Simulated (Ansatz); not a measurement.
# CHOSi+ (triplet): the correlation ladder, def2-TZVPP

An exercise on one series of results from a longer session: the logs are not shown, and one member is left open.

Method: def2-TZVPP, core rule «outside noble gas», up to 7 orbitals frozen; program: Ansatz 0.2.0, Gaussian basis.

The runs, in order: UHF; ROHF; CCSD(T) on UHF.

**What is computed**

The geometry is a PBE0/def2-TZVP stationary point (not a proven minimum) of the parent state, kept for this charge and spin.

4 atoms, charge 1, spin multiplicity 3.

Atoms are counted from 1 here; the program's logs count them from 0.

Bond lengths: O1–C2 1.195 Å, C2–Si3 1.957 Å, C2–H4 1.107 Å. Angles: O1–C2–Si3 126.3°, O1–C2–H4 123.6°, Si3–C2–H4 110.1°.

Set-up of the first run:

in.yaml

```yaml
crystal:
  periodic: [false, false, false]
  atoms:
    - {symbol: O, position_ang: [0.000000, -0.313583, 1.598105]}
    - {symbol: C, position_ang: [0.000000, 0.436706, 0.668068]}
    - {symbol: Si, position_ang: [0.000000, -0.063363, -1.223700]}
    - {symbol: H, position_ang: [0.000000, 1.539364, 0.769440]}
basis:
  gaussian: {orbitals: def2-TZVPP}
total_charge: 1
magnetization: {spin_polarized: true, initial_magnetization: 2}
hamiltonian: {xc: hf}
output: {orbitals: {seedname: orbitals}}
```

The run is started by

```sh
> ansatz run in.yaml --threads 1 --pin off --events-out ev --progress --plain --max-ram 4096MiB --backend cpu
```

Steps of the session up to this table: UHF; ROHF; CCSD(T) on UHF.

One table of the session follows, with a row left open; its other results are not shown here.

It belongs to the step «Misses and costs». 

```
  method  from UCCSD(T) (meV)
    ROHF             +13156.7
     UHF                    ?
    UMP2              +1666.6
   UCCSD               +602.7
UCCSD(T)                    0
```

Estimate the missing values for UHF.

**Answer.** from UCCSD(T) (meV): +12778.1. In the column «from UCCSD(T) (meV)» it lies between UMP2 (+1666.6) and ROHF (+13156.7).
